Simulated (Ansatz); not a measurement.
## Molecular dynamics of BClH5N

Input file:

```yaml
crystal:
  periodic: [false, false, false]
  atoms:
    - { symbol: B, position_ang: [-0.106887, 0.309987, -0.015989] }
    - { symbol: H, position_ang: [0.014297, -0.346552, 1.169129] }
    - { symbol: H, position_ang: [0.989874, 0.312495, -0.521048] }
    - { symbol: "N", position_ang: [-1.281385, -0.119309, -0.68685] }
    - { symbol: H, position_ang: [-2.203119, -0.075944, -0.251207] }
    - { symbol: H, position_ang: [-1.327436, 0.004712, -1.698652] }
    - { symbol: Cl, position_ang: [-0.253999, 2.225191, 1.036053] }
    - { symbol: H, position_ang: [-0.131545, 0.590422, 1.398264] }
basis:
  gaussian: { orbitals: def2-SVP }
hamiltonian:
  xc: pbe
  dispersion: d4
md:
  timestep: 0.5
  n_steps: 200
  ensemble: nve
  temperature: 100.0
  initial_velocities: maxwell_boltzmann
  seed: 11865
```

Run as:

```bash
$ ansatz run input.yaml --threads 1 --pin off --max-ram 2048MiB --backend cpu --events-out ev --progress --plain --runs-dir out
```

It starts at the highest image of a converged band. Of that band: The profile has 2 maxima (images 3, 6) with wells between them (image 4): this band takes more than one step, which may be the mechanism or a detour left from its start path. Neighbouring images differ by up to 1.3 eV, so the band resolves the path poorly. A vibrational analysis at the climbing image gives one clearly imaginary mode, 663i cm⁻¹: a first-order saddle point.

Output, in part (step lines, the closing report, with atoms numbered from 0):

```
md step     0: t =     0.00 fs  T =   100.0 K  F+E_penalty+E_count = -14756.59953251 eV  E_kin = 0.077556 eV  conserved = -14756.52197651 eV  (26 SCF iters)
md step     1: t =     0.50 fs  T =    97.4 K  F+E_penalty+E_count = -14756.59745691 eV  E_kin = 0.075526 eV  conserved = -14756.52193130 eV  (28 SCF iters)
md step     2: t =     1.00 fs  T =    90.4 K  F+E_penalty+E_count = -14756.59191916 eV  E_kin = 0.070101 eV  conserved = -14756.52181794 eV  (28 SCF iters)
md step     3: t =     1.50 fs  T =    81.2 K  F+E_penalty+E_count = -14756.58467867 eV  E_kin = 0.062995 eV  conserved = -14756.52168339 eV  (28 SCF iters)
md step     4: t =     2.00 fs  T =    72.5 K  F+E_penalty+E_count = -14756.57782670 eV  E_kin = 0.056244 eV  conserved = -14756.52158221 eV  (28 SCF iters)
md step     5: t =     2.50 fs  T =    66.3 K  F+E_penalty+E_count = -14756.57294354 eV  E_kin = 0.051392 eV  conserved = -14756.52155133 eV  (29 SCF iters)
md step     6: t =     3.00 fs  T =    63.1 K  F+E_penalty+E_count = -14756.57052502 eV  E_kin = 0.048931 eV  conserved = -14756.52159434 eV  (29 SCF iters)
md step     7: t =     3.50 fs  T =    62.2 K  F+E_penalty+E_count = -14756.56992013 eV  E_kin = 0.048237 eV  conserved = -14756.52168292 eV  (29 SCF iters)
[... lines left out ...]
Total energy: -14757.22322948 eV, -542.3179508782 hartree
Atom 0 at    -0.060402    -1.012689    -0.630398 Å, force     0.506061    -0.025674     0.032302 eV/Å
Atom 1 at    -0.108214    -2.105708    -0.106396 Å, force     0.123537    -0.209791    -0.023877 eV/Å
Atom 2 at     1.016040    -0.495118    -0.949092 Å, force    -0.441046    -0.028160     0.148260 eV/Å
Atom 3 at    -1.282676    -0.389076    -0.841254 Å, force     0.417414     1.037328    -0.471325 eV/Å
Atom 4 at    -2.148118    -0.873713    -0.656958 Å, force    -0.550800    -0.030789     0.156417 eV/Å
Atom 5 at    -1.379944     0.574099    -1.217193 Å, force    -0.041716    -0.696902     0.218775 eV/Å
Atom 6 at    -0.263926     2.778424     1.305503 Å, force     0.075619    -0.888126     0.897123 eV/Å
Atom 7 at    -0.169154     1.862412     2.284557 Å, force    -0.089068     0.842115    -0.957675 eV/Å
Dipole moment:    -0.404425     0.058594     0.139786 e Å
```

The steps, from the saved trajectory:

```json
{"time (fs)": "0", "T (K)": "100", "potential energy less start (eV)": "0.000", "conserved less start (meV/atom)": "0.00"}
{"time (fs)": "3", "T (K)": "63", "potential energy less start (eV)": "0.029", "conserved less start (meV/atom)": "0.05"}
{"time (fs)": "6", "T (K)": "45", "potential energy less start (eV)": "0.043", "conserved less start (meV/atom)": "0.04"}
{"time (fs)": "9", "T (K)": "46", "potential energy less start (eV)": "0.042", "conserved less start (meV/atom)": "0.02"}
{"time (fs)": "12", "T (K)": "42", "potential energy less start (eV)": "0.045", "conserved less start (meV/atom)": "0.05"}
{"time (fs)": "15", "T (K)": "42", "potential energy less start (eV)": "0.045", "conserved less start (meV/atom)": "0.03"}
{"time (fs)": "18", "T (K)": "47", "potential energy less start (eV)": "0.041", "conserved less start (meV/atom)": "0.02"}
{"time (fs)": "21", "T (K)": "53", "potential energy less start (eV)": "0.037", "conserved less start (meV/atom)": "0.05"}
{"time (fs)": "24", "T (K)": "90", "potential energy less start (eV)": "0.008", "conserved less start (meV/atom)": "0.03"}
{"time (fs)": "27", "T (K)": "131", "potential energy less start (eV)": "-0.024", "conserved less start (meV/atom)": "0.03"}
{"time (fs)": "30", "T (K)": "192", "potential energy less start (eV)": "-0.071", "conserved less start (meV/atom)": "0.05"}
{"time (fs)": "33", "T (K)": "277", "potential energy less start (eV)": "-0.137", "conserved less start (meV/atom)": "0.00"}
{"time (fs)": "36", "T (K)": "334", "potential energy less start (eV)": "-0.181", "conserved less start (meV/atom)": "0.05"}
{"time (fs)": "39", "T (K)": "489", "potential energy less start (eV)": "-0.302", "conserved less start (meV/atom)": "0.01"}
{"time (fs)": "42", "T (K)": "578", "potential energy less start (eV)": "-0.371", "conserved less start (meV/atom)": "0.02"}
{"time (fs)": "45", "T (K)": "674", "potential energy less start (eV)": "-0.445", "conserved less start (meV/atom)": "0.00"}
{"time (fs)": "48", "T (K)": "684", "potential energy less start (eV)": "-0.452", "conserved less start (meV/atom)": "0.06"}
{"time (fs)": "51", "T (K)": "768", "potential energy less start (eV)": "-0.519", "conserved less start (meV/atom)": "-0.04"}
{"time (fs)": "54", "T (K)": "749", "potential energy less start (eV)": "-0.503", "conserved less start (meV/atom)": "0.06"}
{"time (fs)": "57", "T (K)": "809", "potential energy less start (eV)": "-0.550", "conserved less start (meV/atom)": "0.01"}
{"time (fs)": "60", "T (K)": "821", "potential energy less start (eV)": "-0.559", "conserved less start (meV/atom)": "0.04"}
{"time (fs)": "63", "T (K)": "893", "potential energy less start (eV)": "-0.615", "conserved less start (meV/atom)": "-0.01"}
{"time (fs)": "66", "T (K)": "883", "potential energy less start (eV)": "-0.607", "conserved less start (meV/atom)": "0.05"}
{"time (fs)": "69", "T (K)": "934", "potential energy less start (eV)": "-0.647", "conserved less start (meV/atom)": "-0.04"}
{"time (fs)": "72", "T (K)": "887", "potential energy less start (eV)": "-0.609", "conserved less start (meV/atom)": "0.08"}
{"time (fs)": "75", "T (K)": "944", "potential energy less start (eV)": "-0.655", "conserved less start (meV/atom)": "-0.03"}
{"time (fs)": "78", "T (K)": "885", "potential energy less start (eV)": "-0.608", "conserved less start (meV/atom)": "0.03"}
{"time (fs)": "81", "T (K)": "877", "potential energy less start (eV)": "-0.602", "conserved less start (meV/atom)": "0.00"}
{"time (fs)": "84", "T (K)": "849", "potential energy less start (eV)": "-0.580", "conserved less start (meV/atom)": "0.04"}
{"time (fs)": "87", "T (K)": "895", "potential energy less start (eV)": "-0.617", "conserved less start (meV/atom)": "-0.01"}
{"time (fs)": "90", "T (K)": "884", "potential energy less start (eV)": "-0.607", "conserved less start (meV/atom)": "0.06"}
{"time (fs)": "93", "T (K)": "929", "potential energy less start (eV)": "-0.644", "conserved less start (meV/atom)": "-0.03"}
{"time (fs)": "96", "T (K)": "909", "potential energy less start (eV)": "-0.627", "conserved less start (meV/atom)": "0.03"}
{"time (fs)": "99", "T (K)": "924", "potential energy less start (eV)": "-0.639", "conserved less start (meV/atom)": "0.03"}
```

The run went to its last step. The conserved energy stayed within 0.089 meV per atom of its start (net change 0.065 meV per atom), so the integration is sound. The kinetic energy rose, since the run started high on the potential surface and went downhill. It ends in pieces (BH4N + ClH), so much of that is their flight and rotation, not heat. A run of 0.1 ps of so small a system gives no equilibrium averages. The orbitals stay closed-shell, which can raise the energy where a bond breaks towards radicals; this wasn't checked here.

Between its relaxed ends the band would form B1–Cl7, H2–H8 and break B1–H2, Cl7–H8. These pairs go: B1–Cl7 2.19 → 4.26 Å, H2–H8 0.98 → 4.63 Å, B1–H2 1.36 → 1.21 Å, Cl7–H8 1.68 → 1.34 Å. In the last frame they stand as before the step (other bonds may differ from the relaxed reactants and products). It ends as BH4N + ClH. Pairs count as bonded within 1.25 times the sum of covalent radii (0.12 Å more for H–H).

Last frame:

```xyz
8
Properties=species:S:1:pos:R:3
B -0.060 -1.013 -0.630
H -0.108 -2.106 -0.106
H 1.016 -0.495 -0.949
N -1.283 -0.389 -0.841
H -2.148 -0.874 -0.657
H -1.380 0.574 -1.217
Cl -0.264 2.778 1.306
H -0.169 1.862 2.285
```

Run time: 4.5 min on 1 thread of Arm Neoverse V2, on a shared host, peak memory 0.12 GiB.
